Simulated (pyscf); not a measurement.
**Four-centre exchange: H₃C–SnH₃ + HF → F–CH₂–SnH₃ + H₂**

Gas phase, singlet surface, charge 0. Bonds broken: C1–H3, F9–H10. Bonds formed: C1–F9, H3–H10. Single points on ωB97X-D3(BJ)/def2-SVP structures (PySCF, gas phase).

Transition state (Å):

```xyz
10

C     -1.0670     0.3085     0.8084
Sn    -0.1075     0.8516    -1.0354
H     -0.6729    -1.4544     0.3577
H     -1.9250     0.8978     1.1484
H     -0.4422    -0.0380     1.6366
H     -0.0207     2.5619    -1.0674
H      1.4567     0.1781    -0.9905
H     -1.0199     0.2737    -2.3414
F     -2.6154    -0.7472     0.1959
H     -1.6206    -1.3707     0.2133
```

One imaginary mode, 1808i cm⁻¹; descent along it reached the two sides named.

```json
[
 {"bond": "C1–H3", "change": "breaks", "reactant side (Å)": "1.100", "saddle": "1.862", "product side": "3.9"},
 {"bond": "F9–H10", "change": "breaks", "reactant side (Å)": "0.925", "saddle": "1.174", "product side": "2.355"},
 {"bond": "C1–F9", "change": "forms", "reactant side (Å)": "3.1", "saddle": "1.972", "product side": "1.388"},
 {"bond": "H3–H10", "change": "forms", "reactant side (Å)": "3.0", "saddle": "0.962", "product side": "0.760"}
]
```

Electronic energies relative to the separated reactants (eV):

```json
[
 {"level": "ωB97X-D3(BJ)/def2-TZVP", "barrier": "4.69", "reaction energy": "+1.29", "reverse barrier": "3.41"},
 {"level": "PBE/def2-TZVP", "barrier": "4.22", "reaction energy": "+1.24", "reverse barrier": "2.98"},
 {"level": "r²SCAN/def2-TZVP", "barrier": "4.43", "reaction energy": "+1.26", "reverse barrier": "3.18"},
 {"level": "B3LYP-D3(BJ)/def2-TZVP", "barrier": "4.48", "reaction energy": "+1.25", "reverse barrier": "3.23"},
 {"level": "PBE0-D3(BJ)/def2-TZVP", "barrier": "4.62", "reaction energy": "+1.34", "reverse barrier": "3.29"},
 {"level": "M06-2X/def2-TZVP", "barrier": "4.88", "reaction energy": "+1.28", "reverse barrier": "3.59"},
 {"level": "ωB97M-D3(BJ)/def2-TZVP", "barrier": "4.65", "reaction energy": "+1.33", "reverse barrier": "3.32"},
 {"level": "HF/def2-TZVP", "barrier": "5.61", "reaction energy": "+1.38", "reverse barrier": "4.22"}
]
```

With ωB97M-D3(BJ)/def2-TZVP energies and thermal terms (ideal gas, 1 atm, RRHO with modes under 100 cm⁻¹ raised to 100, one conformer, R ln 2 for chiral ones without a mode under 150 cm⁻¹), in eV:

```tsv
T (K)	ΔH‡	ΔG‡	ΔH	ΔG
298	4.47	4.86	+1.19	+1.22
600	4.47	5.25	+1.21	+1.25
900	4.50	5.63	+1.23	+1.27
1200	4.53	6.01	+1.25	+1.28
```

From the product side, •H₂C–F + SnH₃• + H₂ lies, by one bond made or cut, 0.56 eV under this saddle at ωB97M-D3(BJ)/def2-TZVP. The same reactants have a lower exit, to H₃C–SnH₂–F + H₂ (barrier +1.08 eV at ωB97M-D3(BJ)/def2-TZVP, against +4.65 eV here). F–CH₂–SnH₃ lies 1.81 eV over its isomer H₃C–SnH₂–F (electronic energy, ωB97M-D3(BJ)/def2-TZVP). One saddle was located; it need not be the lowest between these sides. Elements past Kr carry the def2 core potentials, without spin-orbit coupling.
